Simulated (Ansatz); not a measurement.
**Nudged elastic band run: BH4N**

Input:

```yaml
crystal:
  periodic: [false, false, false]
  atoms:
    - { symbol: B, position_ang: [0.434776, 0.015433, 0.113012] }
    - { symbol: "N", position_ang: [0.724174, -0.015926, 1.470903] }
    - { symbol: H, position_ang: [0.018763, -0.136136, 2.183497] }
    - { symbol: H, position_ang: [1.659879, 0.079282, 1.838645] }
    - { symbol: H, position_ang: [1.337416, 0.163329, -0.674492] }
    - { symbol: H, position_ang: [-0.711808, -0.10598, -0.243966] }
basis:
  gaussian: { orbitals: def2-SVPD }
hamiltonian:
  xc: pbe0
  dispersion: d4
neb:
  order_check: false
  images: 5
  f_tol: 0.2
  max_iterations: 60
  final_atoms:
    - { symbol: B, position_ang: [0.02639669, 0.20705247, -0.33989187] }
    - { symbol: "N", position_ang: [0.95439315, -0.12593958, 0.97631681] }
    - { symbol: H, position_ang: [0.55719255, -0.73270577, 1.70732386] }
    - { symbol: H, position_ang: [1.11841164, 0.79628139, 1.39878478] }
    - { symbol: H, position_ang: [1.86489803, -0.48556873, 0.70255059] }
    - { symbol: H, position_ang: [-1.05809205, 0.34088222, 0.24251484] }
  initial_path:
    images:
      - { positions_ang: [[0.434776, 0.015433, 0.113012], [0.724174, -0.015926, 1.470903], [0.018763, -0.136136, 2.183497], [1.659879, 0.079282, 1.838645], [1.337416, 0.163329, -0.674492], [-0.711808, -0.10598, -0.243966]] }
      - { positions_ang: [[0.2900213, 0.00945303, 0.07521664], [0.82751171, -0.00994166, 1.45116735], [0.06473904, -0.17971584, 2.10303023], [1.74358231, 0.14444141, 1.87285942], [1.35508366, 0.10778265, -0.45334831], [-0.81773802, -0.07201759, -0.36132634]] }
      - { positions_ang: [[0.14526659, 0.00347305, 0.03742129], [0.93084942, -0.00395732, 1.4314317], [0.11071508, -0.22329568, 2.02256347], [1.82728562, 0.20960083, 1.90707384], [1.37275132, 0.0522363, -0.23220463], [-0.92366803, -0.03805518, -0.47868667]] }
      - { positions_ang: [[0.00051189, -0.00250692, -0.00037407], [1.03418714, 0.00202703, 1.41169606], [0.15669112, -0.26687552, 1.9420967], [1.91098893, 0.27476024, 1.94128826], [1.39041898, -0.00331005, -0.01106094], [-1.02959805, -0.00409278, -0.59604701]] }
      - { positions_ang: [[0.00914015, 0.06734621, -0.11354667], [1.00758914, -0.04062851, 1.26656964], [0.29019159, -0.42215227, 1.86383909], [1.6467965, 0.44860062, 1.76045377], [1.54857866, -0.16406294, 0.22680957], [-1.03909605, 0.11089889, -0.31652639]] }
      - { positions_ang: [[0.01776842, 0.13719934, -0.22671927], [0.98099114, -0.08328404, 1.12144323], [0.42369207, -0.57742902, 1.78558147], [1.38260407, 0.622441, 1.57961927], [1.70673834, -0.32481584, 0.46468008], [-1.04859405, 0.22589055, -0.03700577]] }
      - { positions_ang: [[0.02639669, 0.20705247, -0.33989187], [0.95439315, -0.12593958, 0.97631681], [0.55719255, -0.73270577, 1.70732386], [1.11841164, 0.79628139, 1.39878478], [1.86489803, -0.48556873, 0.70255059], [-1.05809205, 0.34088222, 0.24251484]] }
```

Command:

```bash
$ ansatz run input.yaml --threads 1 --pin off --max-ram 2048MiB --backend cpu --events-out ev --progress --plain --runs-dir out
```

Output, in part (warnings, iteration lines, the closing report on the highest movable image, with atoms numbered from 0):

```
NEB end point (image 0): max|allowed force component| = 7.405e-3 eV/Å (the criterion of neb.relax_end_points is 4.000e-2)
NEB end point (image 6): max|allowed force component| = 1.515e-2 eV/Å (the criterion of neb.relax_end_points is 4.000e-2)
NEB iter   1: max|band force component| = 9.246e0 eV/Å  barrier→ = 7.0831 eV  barrier← = 2.5870 eV  Δτ_max = 0.2000 Å  (174 SCF iters)
NEB iter   2: max|band force component| = 6.273e0 eV/Å  barrier→ = 5.3132 eV  barrier← = 0.8171 eV  Δτ_max = 0.2000 Å  (158 SCF iters)
NEB iter   3: max|band force component| = 5.899e0 eV/Å  barrier→ = 4.7301 eV  barrier← = 0.2340 eV  Δτ_max = 0.1992 Å  (154 SCF iters)
NEB iter   4: max|band force component| = 1.655e0 eV/Å  barrier→ = 5.1608 eV  barrier← = 0.6648 eV  Δτ_max = 0.1992 Å  (157 SCF iters)
NEB iter   5: max|band force component| = 1.959e0 eV/Å  barrier→ = 4.8036 eV  barrier← = 0.3075 eV  Δτ_max = 0.0917 Å  (147 SCF iters)
NEB iter   6: max|band force component| = 1.398e0 eV/Å  barrier→ = 4.6827 eV  barrier← = 0.1866 eV  Δτ_max = 0.0777 Å  (139 SCF iters)
NEB iter   7: max|band force component| = 5.765e-1 eV/Å  barrier→ = 4.6293 eV  barrier← = 0.1333 eV  Δτ_max = 0.0970 Å  (148 SCF iters)
NEB iter   8: max|band force component| = 5.357e-1 eV/Å  barrier→ = 4.7749 eV  barrier← = 0.2788 eV  Δτ_max = 0.0223 Å  (153 SCF iters)
NEB iter   9: max|band force component| = 8.104e-1 eV/Å  barrier→ = 4.7797 eV  barrier← = 0.2837 eV  CI = image 3  Δτ_max = 0.0838 Å  (143 SCF iters)
NEB iter  10: max|band force component| = 3.590e-1 eV/Å  barrier→ = 4.8484 eV  barrier← = 0.3523 eV  CI = image 3  Δτ_max = 0.0328 Å  (132 SCF iters)
NEB iter  11: max|band force component| = 1.475e-1 eV/Å  barrier→ = 4.8369 eV  barrier← = 0.3409 eV  CI = image 3  Δτ_max = 0.0000 Å  (269 SCF iters)
Total energy: -2223.20441639 eV, -81.7012553603 hartree
Atom 0 at     0.241739     0.505072    -0.112440 Å, force    -0.006227    -0.027785     0.044543 eV/Å
Atom 1 at     0.809815    -0.023601     1.201291 Å, force    -0.047082    -0.019363    -0.090240 eV/Å
Atom 2 at     0.319739    -0.597298     1.915026 Å, force     0.005903     0.038229    -0.040950 eV/Å
Atom 3 at     1.583588     0.493538     1.608170 Å, force     0.033446    -0.023636     0.007140 eV/Å
Atom 4 at     1.389567    -0.419260     0.286077 Å, force    -0.018826     0.042493     0.057734 eV/Å
Atom 5 at    -0.881249     0.041551    -0.210525 Å, force     0.032787    -0.009938     0.021772 eV/Å
Dipole moment:     0.150681    -0.419196     0.903539 e Å
```

The forces met the threshold. The threshold of 0.2 eV/Å is loose, so the images may lie well off the minimum-energy path. The profile has 2 maxima (images 3, 5) with wells between them (image 4): this band takes more than one step, which may be the mechanism or a detour left from its start path. Neighbouring images differ by up to 2.2 eV, so the band resolves the path poorly. Another band between the same ends (5 images) ends at a top of the same energy, where a vibrational analysis finds 1 clearly imaginary mode. The orbitals stay closed-shell, which can raise the energy where a bond breaks towards radicals; this wasn't checked here.

Final band (atoms are numbered from 1 in the order of the input):

| image | path coordinate (Å) | energy (eV) | B1–H5 (Å) | N2–H5 (Å) |
| --- | --- | --- | --- | --- |
| 0 | 0.00 | 0.00 | 1.21 | 2.24 |
| 1 | 0.56 | 0.52 | 1.19 | 2.04 |
| 2 | 1.11 | 2.66 | 1.24 | 1.65 |
| 3 | 1.67 | 4.84 | 1.53 | 1.15 |
| 4 | 2.20 | 4.50 | 2.11 | 1.03 |
| 5 | 2.74 | 4.51 | 2.16 | 1.02 |
| 6 | 3.27 | 4.50 | 2.22 | 1.02 |

Time of the run: 54 s on 1 thread of Arm Neoverse V2, on a shared host, peak memory 0.12 GiB.
